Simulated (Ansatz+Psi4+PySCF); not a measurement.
Two shapes of doublet N₂H₃.

Shape 1:

```xyz
5

N     0.0000    0.7190   -0.0777
N     0.0000   -0.7190   -0.0777
H    -0.9482    1.0050   -0.3041
H    -0.2111   -1.0928    0.8479
H     0.9482   -1.0050   -0.3041
```

Shape 2:

```xyz
5

N    -0.0116    0.7105   -0.0916
N    -0.0060   -0.7036   -0.0891
H    -0.9365    0.9920   -0.2944
H    -0.2031   -1.0832    0.8635
H     0.9635   -0.9933   -0.2988
```

Basis set: cc-pVTZ (spherical functions). Correlated methods keep 2 orbitals frozen. Correlation on ROHF uses semicanonical orbitals with singles. Charge 0, multiplicity 2.

Computed with Ansatz (development build ahead of 0.2.0) and Psi4 1.11; each method stands on the lowest determinant of its kind that the runs found.

Q: Which shape is lower in energy, and by how much in each method?

A:

```tsv
method	E(2) − E(1) (eV)
ROHF	0.019
UHF	0.018
ROHF-MP2	0.006
UHF-MP2	0.006
```

Shape 1 is lower.
